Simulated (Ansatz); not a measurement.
Results of PBE0 (PAW; Ansatz, a quantum-chemistry and plane-wave program) for rutile CrO₂.

Settings: plane-wave cutoff 500 eV, 6×6×8 k mesh (along the axes of the cell as run), Fermi–Dirac smearing 0.05 eV, spin-polarised with parallel moments, scalar-relativistic PAW data made under PBE.

Cell (relaxed with r²SCAN):

```xyz
6
Lattice="4.4042 0.0000 0.0000 0.0000 4.4042 0.0000 0.0000 0.0000 2.9114" Properties=species:S:1:pos:R:3 pbc="T T T"
Cr     0.0000     0.0000     0.0000
Cr     2.2021     2.2021     1.4557
O      1.3335     1.3335     0.0000
O      3.5356     0.8686     1.4557
O      0.8686     3.5356     1.4557
O      3.0707     3.0707     0.0000
```

Question: What does this level give for the magnetic moment (largest site, within a sphere)?

Answer: 
- magnetic moment (largest site, within a sphere) = 1.84 μB

Note: exact exchange on metals is sensitive to the k mesh and can open a false gap; the run warned that the count of filled bands differs between k points; cell and atoms aren't relaxed at this level (largest force component 0.30 eV/Å, pressure -2.9 GPa).

Moments are spin moments.

Cost on a shared machine: roughly 14 core-minutes.
